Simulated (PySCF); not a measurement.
Computed shifts of a molecule C₂H₄O₂, PBE0/pcSseg-1 (PySCF), GIAO, gas phase, equivalent atoms averaged, in ppm (number of nuclei): ¹³C: 175.3 (1), 22.0 (1). ¹H: 5.84 (1), 2.29 (3). References: ¹³C against TMS (σ = 186.3 ppm); ¹⁷O against H2O (σ = 334.2 ppm); ¹H against TMS (σ = 31.56 ppm), references at their B3LYP-D3(BJ)/def2-TZVP geometries, non-relativistic. The structure is a stationary point at PBE0-D3(BJ)/def2-SVP. Other conformers were not sampled.

### Question
Which structure fits?
(A) COC=O
(B) CC(=O)O
(C) C1OCO1

### Answer
B, CC(=O)O
